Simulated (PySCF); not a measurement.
Work out the structure from these simulated measurements.

Formula: C4H5O2; charge -1.

* Couplings: largest of the computed one-bond spin–spin couplings (means over like bonds): 13C–1H +169.4 (×2), 13C–1H +164.5, 13C–1H +154.9 (×2), 13C–13C +55.0, 17O–13C +28.1, 17O–13C +27.9, 13C–13C +15.1, 13C–13C +14.1 (×2) Hz [B3LYP/pcJ-1, spin–dipole term left out]
* 1H NMR: chemical shifts (computed TMS as zero) by class: 0.94 (1 H), 0.20 (2 H), -0.40 (2 H) ppm [GIAO PBE0/pcSseg-1]
* 13C NMR: chemical shifts (computed TMS as zero) by class: 172.3 (1 C), 19.6 (1 C), 3.6 (2 C) ppm [GIAO PBE0/pcSseg-1]
* NMR, other nuclei: isotropic shieldings of nuclei other than C and H, by class: -29 (1 O), 54 (1 O) ppm [GIAO PBE0/pcSseg-1]
* Rotational structure: rotational constants A, B, C: 7.724, 2.806, 2.453 GHz [GFN2-xTB]

Gas-phase values; electronic properties from PySCF, density fitting. Levels stand in brackets. One conformer (not necessarily the lowest) at the GFN2-xTB geometry, without solvent, vibrations or thermal averaging. No diffuse functions stand in pcJ-1 and pcSseg-1, which bears on an anion's orbital energies. Each NMR value is the plain mean over a class of atoms that symmetry, rotation or inversion makes alike.

**Question.** Propose a structure and show how it fits.

**Answer.** Numbering: `[O:1]=[C:2]([O-:3])[CH:4]1[CH2:5][CH2:6]1`. 4 carbons fall into 3 classes; from least to most shielded: carboxylate carbon [C2] (172.3 ppm), sp3 carbon next to a carbonyl [C4] (19.6 ppm), three-membered-ring carbon [C5/C6] (3.6 ppm, 2 C). Hydrogen classes from least to most shielded: 1 H on an sp3 carbon next to a carbonyl, C4 (0.94 ppm), 2 H on 2 three-membered-ring carbons, C5/C6 (0.20 ppm), 2 H on 2 three-membered-ring carbons, C5/C6 (-0.40 ppm). The other shieldings belong to: -29 ppm, carboxylate oxygen [O1]; 54 ppm, carboxylate oxygen [O3]. The couplings run between: +169.4 Hz, three-membered-ring carbon [C5] and its hydrogen (with 1 like pair); +164.5 Hz, sp3 carbon next to a carbonyl [C4] and its hydrogen; +154.9 Hz, three-membered-ring carbon [C5] and its hydrogen (with 1 like pair); +55.0 Hz, carboxylate carbon [C2] and sp3 carbon next to a carbonyl [C4]; +28.1 Hz, carboxylate oxygen [O1] and carboxylate carbon [C2]; +27.9 Hz, carboxylate oxygen [O3] and carboxylate carbon [C2]; +15.1 Hz, three-membered-ring carbon [C5] and three-membered-ring carbon [C6]; +14.1 Hz, sp3 carbon next to a carbonyl [C4] and three-membered-ring carbon [C5] (with 1 like pair). The optimised geometry has point group Cs and is an asymmetric top. Structure: `O=C([O-])C1CC1`. Computed isomers that give other values at the same levels: `C=CCC(=O)[O-]` (13C chemical shifts (computed TMS as zero) by class: 165.3 (1 C), 155.2 (1 C), 101.9 (1 C), 60.5 (1 C) ppm). The assignments are read from this structure; whether some other isomer fits the data as well wasn't checked.

Shape of the structure used: `[O:1]=[C:2]([O-:3])[CH:4]1[CH2:5][CH2:6]1`: O1–C2–C4–C5 145°.
